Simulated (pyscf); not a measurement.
PySCF, gas phase, ωB97X-D3(BJ)/def2-SVP geometries.

Estimate the classical barrier height and the reaction energy of CH₄ + H₂C=SiH₂ + H₂ -> H₃C–CH₂–SiH₃ + H₂ at ωB97M-D3(BJ)/def2-TZVP. The step runs on the singlet surface, breaks C–H, H–H and forms C–C, H–Si, H–H; take the separated reactants as zero.

ΔE‡ = 73.3 kcal/mol, ΔE = -40.3 kcal/mol. Zero-point energy shifts the barrier by +2.7 kcal/mol. It is a multi-bond step, with an imaginary mode of 1860i cm⁻¹. From the product side, •H₂C–CH₃ + SiH₃• + H₂ lies, by one bond made or cut, 24.2 kcal/mol under this saddle at ωB97M-D3(BJ)/def2-TZVP. H₃C–CH₂–SiH₃ lies 12.8 kcal/mol over its isomer H₃C–SiH₂–CH₃ (electronic energy, ωB97M-D3(BJ)/def2-TZVP). This is the saddle that the search found; another between the same sides may lie lower.
